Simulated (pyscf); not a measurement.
Single points on ωB97X-D3(BJ)/def2-SVP structures (PySCF, gas phase).

Question: PBE/def2-TZVP puts the barrier of H₂N–SiH(Cl)–Cl (SMILES N[SiH](Cl)Cl) → HN=Si(Cl)–Cl (SMILES N=[Si](Cl)Cl) + H₂ (SMILES [H][H]) (elimination; singlet surface; H–N, H–Si broken, H–H formed) at 298.0 kJ/mol and the reaction energy at +240.2 kJ/mol, from the reactant's lowest minimum found. What do r²SCAN/def2-TZVP, M06-2X/def2-TZVP, ωB97M-D3(BJ)/def2-TZVP give on the same structures?

Answer: r²SCAN: ΔE‡ = 315.8 kJ/mol, ΔE = +255.0 kJ/mol; M06-2X: ΔE‡ = 337.8 kJ/mol, ΔE = +268.8 kJ/mol; ωB97M-D3(BJ): ΔE‡ = 334.7 kJ/mol, ΔE = +265.9 kJ/mol. PBE's barrier lies under all of them, by 17.8 to 39.8 kJ/mol. Its reaction energy lies under all of them, by 14.8 to 28.6 kJ/mol. Much of the shift in the barrier follows the reaction energy. At the saddle there is also a short H–Si contact that neither side keeps. The same reactants have a lower exit, to H₂N–Si:–Cl [singlet] + HCl (barrier +289.2 kJ/mol at ωB97M-D3(BJ)/def2-TZVP, against +334.7 kJ/mol here). One saddle was located; it need not be the lowest between these sides.
